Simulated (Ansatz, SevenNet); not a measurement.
**Ladder of methods for the elastic constant C12 of tetradymite Bi2Te3**

Reference value: 21.8 GPa (measured, temperature not stated, no zero-point or thermal correction; as tabulated in Oses et al. (2018), arXiv:1811.08464).

Task: What do SevenNet-0, LDA, PBE, PBE-D3(BJ), r²SCAN give, and how far is each from the reference?

Result: 
```csv
level (code),value (GPa),cell (Å³/atom),difference (%)
SevenNet-0,15.0,36.69,-31
LDA (Ansatz),20.9,32.68,-4.1
PBE (Ansatz),14.3,36.63,-34
PBE-D3(BJ) (Ansatz),18.2,33.66,-16.5
r²SCAN (Ansatz),16.4,36.45,-25
```

The reference's temperature isn't stated, so close values are not ranked against it. Off by more than 25 %, or 35 % on the side where a correction would as a rule narrow the miss (bounds picked here): PBE (-34 %), SevenNet-0 (-31 %).

The reference isn't brought to a static lattice, while the calculations are for one, so the differences are not the levels' errors alone.  Density-functional levels without +SOC have no spin–orbit coupling. LDA: LDA has no dispersion term either, though it tends to give short spacings of layers, chains or molecules. PBE, r²SCAN: the cell comes from a level without a dispersion term, which matters for the spacing of layers, chains or molecules. PBE-D3(BJ): the dispersion coefficients are held fixed in the derivatives. Each level is taken at its own relaxed cell. Cutoffs differ between the levels. Ansatz's density-functional and Hartree–Fock values are scalar-relativistic unless marked +SOC, with PAW data made under PBE.

Machine-learned potentials (SevenNet-0) are trained on DFT data: a solid inside that data is no test of them.

Differences are worked out from the printed values.

Ansatz is a program for electronic structure.
